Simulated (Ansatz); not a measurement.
`CC1=CCCO1`. Total charge 0; spin multiplicity 1.

```tsv
atom	x (Å)	y (Å)	z (Å)
C1	-0.804	0.379	1.978
C2	-0.233	0.128	0.637
C3	0.732	0.750	-0.036
C4	0.975	0.024	-1.327
C5	-0.235	-0.918	-1.354
O6	-0.768	-0.940	-0.021
H7	-0.319	1.233	2.448
H8	-0.671	-0.499	2.616
H9	-1.878	0.570	1.908
H10	1.296	1.597	0.324
H11	0.992	0.677	-2.203
H12	1.927	-0.521	-1.312
H13	-1.018	-0.538	-2.019
H14	0.003	-1.943	-1.639
```

Question: What are the harmonic wavenumbers in cm⁻¹ at PBE0-D4/def2-TZVP (Ansatz, finite differences of forces, unscaled)? (An estimate is asked.)

Answer: Computed: 128, 179, 229, 337, 570, 641, 698, 739, 863, 928, 952, 994, 1031, 1057, 1062, 1080, 1211, 1218, 1262, 1275, 1327, 1399, 1420, 1462, 1479, 1491, 1515, 1748, 3024, 3044, 3053, 3085, 3112, 3125, 3159, 3259.

Question: Is this a minimum?

Answer: Yes, all 36 modes are real.

Question: Give the ideal-gas thermochemistry at 298.15 K and 1 bar (rigid rotor, harmonic oscillator; point group C1, symmetry number 1).

Answer: Zero-point energy 318.0 kJ/mol; H(298) − E = 336.0 kJ/mol; entropy 318.9 J/(mol·K), of which translation 164.1, rotation 109.1, vibration 45.7; G(298) − E = 241.0 kJ/mol.
